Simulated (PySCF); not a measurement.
Species: HLi.
SMILES: `[LiH]`

Method: BHandHLYP/6-31+G* geometry optimisation, gas phase (PySCF).

Take the most abundant isotopes and a rigid rotor. 

(1) What are the moment of inertia and the rotational constant?

(2) List the first levels of a rigid rotor in a Σ state.

(3) Where do the first rotational lines fall?

(4) Estimate the classical rotational partition function at 200 K and 500 K.

## Answers

(1) I = 2.293 u·Å², B = 505379 MHz·u·Å²/I = 220385 MHz (7.3513 cm⁻¹, or 10.577 K as hB/k). For two atoms I = μr² with μ = 0.8812 u and r = 1.6131 Å.

(2) E(J) = BJ(J+1): J = 1: 14.703, J = 2: 44.108, J = 3: 88.215, J = 4: 147.025, J = 5: 220.538, J = 6: 308.753 cm⁻¹.

(3) The dipole is 5.75 D; J+1 ← J lies at 2B(J+1): 1 ← 0 at 440.77 GHz, 2 ← 1 at 881.54 GHz, 3 ← 2 at 1322.31 GHz, 4 ← 3 at 1763.08 GHz, 5 ← 4 at 2203.85 GHz, 6 ← 5 at 2644.62 GHz.

(4) Point group C∞v, symmetry number σ = 1; q = kT/(σhB), k/h = 20836.6 MHz/K: 18.9 at 200 K, 47.3 at 500 K.

Whether it is a minimum is left open (no frequencies). Zero-point vibration and centrifugal distortion are left out.
